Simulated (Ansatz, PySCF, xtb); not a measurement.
Breaking a bond: OH, doublet.

Levels: UKS-B3LYP = unrestricted B3LYP/aug-cc-pVDZ (Ansatz, a program for electronic structure); UKS-B3LYP/6-31G* = unrestricted B3LYP/6-31G*, spherical d (PySCF); GFN1-xTB (xtb).

Total energies in hartree (comparable only within one method and basis):

```csv
R / Å,UKS-B3LYP,UKS-B3LYP/6-31G*,GFN1-xTB
0.73,-75.64647,-75.61663,-4.97524
0.77,-75.68448,-75.65525,-5.01138
0.84,-75.72532,-75.69684,-5.04888
0.88,-75.73814,-75.70998,-5.06012
0.92,-75.74549,-75.71762,-5.06626
0.94,-75.74753,-75.71979,-5.06783
0.97,-75.74892,-75.72139,-5.06866
0.99,-75.74890,-75.72151,-5.06836
1.03,-75.74701,-75.71989,-5.06607
1.08,-75.74194,-75.71519,-5.06074
1.13,-75.73475,-75.70838,-5.05336
1.22,-75.71855,-75.69288,-5.03654
1.30,-75.70236,-75.67735,-5.01939
1.46,-75.66934,-75.64569,-4.98360
1.59,-75.64503,-75.62243,-4.95560
1.73,-75.62445,-75.60285,-4.92800
1.94,-75.60466,-75.58407,-4.89291
2.12,-75.59483,-75.57477,-4.86897
2.39,-75.58670,-75.56708,-4.84219
2.64,-75.58287,-75.56348,-4.82497
2.90,-75.58081,-75.56154,-4.81269
3.33,-75.57941,-75.56021,—
3.91,-75.57892,-75.55974,—
```

Dashes: no converged value, or the column stops at the first point that the program doubted or that broke a chosen test of continuity, which isn't proof of a fault.

The unrestricted determinant behind UKS-B3LYP, UKS-B3LYP/6-31G* is spin-contaminated at 1.59 to 3.91 Å (<S²> up to 1.8, against 0.75 for a pure doublet).
